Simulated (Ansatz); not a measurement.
# Al2H (doublet): wave-function methods side by side, cc-pVDZ

How much of the correlation energy of Al2H (doublet) does each wave-function method recover here?

Computed with Ansatz 0.2.0, Gaussian basis. Level: cc-pVDZ, core rule «outside noble gas», up to 10 orbitals frozen.

The runs, in order: UHF; CCSD(T) on ROHF; CCSD(T) on UHF; BCCD(T) on ROHF; CISD; CCSDT(Q) on ROHF; CCSDT(Q) on UHF; CISDTQ; CCSDTQ on ROHF; CCSDTQ on UHF; CASSCF and MRCISD+Q, 7 electrons in 9 orbitals; CASSCF and NEVPT2, 7 electrons in 9 orbitals; Full CI.

5 further runs of the same task are left out: 5 set aside as unsound or not needed.

## 1. The geometry

The geometry is a PBE0/def2-TZVP stationary point (not a proven minimum).

3 atoms, charge 0, spin multiplicity 2.

Atoms are counted from 1 here; the program's logs count them from 0.

Bond lengths: Al1–Al2 2.677 Å, Al1–H3 1.619 Å. Angles: Al2–Al1–H3 180.0°.

As a file:

```xyz
3

Al    0.0000    0.0000    0.3526
Al    0.0000    0.0000   -2.3244
H     0.0000    0.0000    1.9718
```

## 2. UHF

Input file in.yaml:

```yaml
crystal:
  periodic: [false, false, false]
  atoms:
    - {symbol: Al, position_ang: [0.000000, 0.000000, 0.352569]}
    - {symbol: Al, position_ang: [0.000000, 0.000000, -2.324369]}
    - {symbol: H, position_ang: [0.000000, 0.000000, 1.971799]}
basis:
  gaussian: {orbitals: cc-pVDZ}
magnetization: {spin_polarized: true, initial_magnetization: 1}
hamiltonian: {xc: hf}
output: {orbitals: {seedname: orbitals}}
```

Launch:

```
$ ansatz run in.yaml --threads 1 --pin off --events-out ev --progress --plain --max-ram 4096MiB --backend cpu
```

After this run come: CCSD(T) on ROHF; CCSD(T) on UHF; BCCD(T) on ROHF; CISD; CCSDT(Q) on ROHF; CCSDT(Q) on UHF; CISDTQ; CCSDTQ on ROHF; CCSDTQ on UHF; CASSCF and MRCISD+Q, 7 electrons in 9 orbitals; CASSCF and NEVPT2, 7 electrons in 9 orbitals; Full CI.

Before running them: what should the planned runs give, taken together? Wanted: FCI below the RHF energy; RMP2 from FCI; UMP2 from FCI; RCCSD from FCI; RCCSD(T) from FCI; UCCSD(T) from FCI; RCCSDT(Q) from FCI; UCCSDT(Q) from FCI; NEVPT2 valence from FCI.

**Answer**, as computed:

```
                         quantity                                                                             value
         FCI below the RHF energy                                                                        -3.7269 eV
                    RMP2 from FCI                                                                   +24.93 kcal/mol
                    UMP2 from FCI                                                                   +25.37 kcal/mol
                   RCCSD from FCI                                                                    +4.12 kcal/mol
                RCCSD(T) from FCI                                                                    +1.19 kcal/mol
                UCCSD(T) from FCI                                                                    +1.21 kcal/mol
               RCCSDT(Q) from FCI                                                                    +0.05 kcal/mol
               UCCSDT(Q) from FCI                                                                    +0.05 kcal/mol
          NEVPT2 valence from FCI                                                                   +13.21 kcal/mol
        MRCISD+Q valence from FCI                                                                    +0.05 kcal/mol
levels within 1 kcal/mol (43 meV)  RCCSDT, UCCSDT, CISDTQ, RCCSDT(Q), UCCSDT(Q), RCCSDTQ, UCCSDTQ, MRCISD+Q valence
                    T1 diagnostic                                                                             0.023
   effectively unpaired electrons                                                                              1.17
```

**Reading.** RCCSD(T) misses by +1.19 kcal/mol, 1.4 % of the correlation energy. One determinant dominates. Of the multireference levels listed MRCISD+Q valence comes nearest in total energy (+0.05 kcal/mol), which doesn't show that its space is the better one. Coupled cluster took another determinant than the lowest Hartree-Fock one. These misses are within one basis, not against nature; the frozen cores of restricted and unrestricted runs differ, which can shift their rows.
